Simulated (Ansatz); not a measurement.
C5H10 can be A, `C=CCCC`, or B, `C=C(C)CC`.

Isolated molecules relaxed with PBE0-D4/def2-TZVP in Ansatz; ΔE leaves out vibrations. CCSD(T)/CBS adds triple-zeta CCSD(T) − MP2 to the extrapolated MP2 energy (def2 sets, frozen cores). DFT in def2-TZVPP. B3LYP here is the variant with VWN-RPA as its local correlation; programs differ in this. One conformer a species, not always the lowest.

**Question.** Which is lower in electronic energy at CCSD(T)/CBS, and by how much? (Estimate.)

**Answer.** The calculation gave: B, by 11.7 kJ/mol.

**Question.** Give E(B) − E(A) in kJ/mol with B3LYP-D4, CCSD/def2-TZVPP, CCSD(T)/def2-SVP, MP2/def2-TZVPP, B3LYP, LDA (SPW92), CCSD(T)/def2-TZVPP. (Best estimate.)

**Answer.** Computed: B3LYP-D4 -13.3, CCSD/def2-TZVPP -10.8, CCSD(T)/def2-SVP -11.4, MP2/def2-TZVPP -14.3, B3LYP -9.9, LDA (SPW92) -16.9, CCSD(T)/def2-TZVPP -11.9. None reverses the order clearly.

Largest T1 diagnostic: 0.010.

In def2-TZVPP, CCSD(T) changes the Hartree–Fock value by −5.4 kJ/mol (the triples alone add −1.1 kJ/mol) and MP2 by −7.8 kJ/mol. Leaving LDA and LC-ωPBE aside and taking each functional with its dispersion term where it has one, the values, not all of them listed here, spread over 3.9 kJ/mol, from revPBE-D4 to B2PLYP. LDA lies −4.9 kJ/mol from PBE without D4.
